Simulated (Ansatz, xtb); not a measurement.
# C2HS−: which of two structures lies lower

Structure a: a singlet given by its coordinates. Structure b: `[C-]#CS`, a singlet. Both are isolated ions in the gas phase, relaxed with BLYP-D3(BJ)/def2-SVPD.

a (Å):

```yaml
atoms:
  - { symbol: C, position_ang: [-0.2009, 0.3298, 0.1305] }
  - { symbol: C, position_ang: [0.5126, -0.6605, -0.3656] }
  - { symbol: S, position_ang: [-0.5008, -1.9693, 0.4274] }
  - { symbol: H, position_ang: [1.3912, -0.8019, -1.0119] }
```

Close contacts (Å): C1–C2 1.32, C1–S3 2.34, C2–S3 1.84, C2–H4 1.10.

b (Å):

```xyz
4

C     0.8583   -0.3165    1.4859
C     0.4027    0.0564    0.3665
S    -0.2652    0.8040   -1.0398
H    -0.1901   -0.2141   -1.9723
```

Question: Estimate E(b) − E(a) at the level CCSD(T)/def2-TZVPPD.

Answer: Calculated at CCSD(T)/def2-TZVPPD: E(b) − E(a) = −13.3 kJ/mol, so structure b lies lower.

How the difference moves with the method:

| level | geometry | E(b) − E(a) (kJ/mol) | departure from the last row (kJ/mol) | job, with rough time for the two |
| --- | --- | --- | --- | --- |
| BLYP-D3(BJ)/def2-SVPD | BLYP-D3(BJ)/def2-SVPD | +0.7 | +14.1 | optimisation, 27 s |
| HF/def2-TZVPPD | BLYP-D3(BJ)/def2-SVPD | −9.8 | +3.5 | part of the CCSD(T) run |
| MP2/def2-TZVPPD | BLYP-D3(BJ)/def2-SVPD | −29.5 | −16.2 | part of the CCSD(T) run |
| CCSD(T)/def2-TZVPPD | BLYP-D3(BJ)/def2-SVPD | −13.3 |  | single point, 48 s |

BLYP-D3(BJ)/def2-SVPD finds them nearly level. The largest departure from CCSD(T)/def2-TZVPPD is that of MP2/def2-TZVPPD, 16.2 kJ/mol. Levels run at GFN2-xTB geometries aren't shown.

With harmonic frequencies from BLYP-D3(BJ)/def2-SVPD (ideal gas, rigid rotor, one conformer each, 298.15 K, 1 atm): the zero-point term adds −5.1 kJ/mol; ΔH is −17.3 and ΔG −18.1 kJ/mol.

The T1 diagnostic of structure a is large, so the coupled-cluster value is less sure. The correlated steps freeze 7 core orbitals. Programs: Ansatz 0.2.0; the last row on 1 thread of Intel(R) Xeon(R) Processor @ 2.50GHz (Skylake/Cascade Lake) on a shared host.
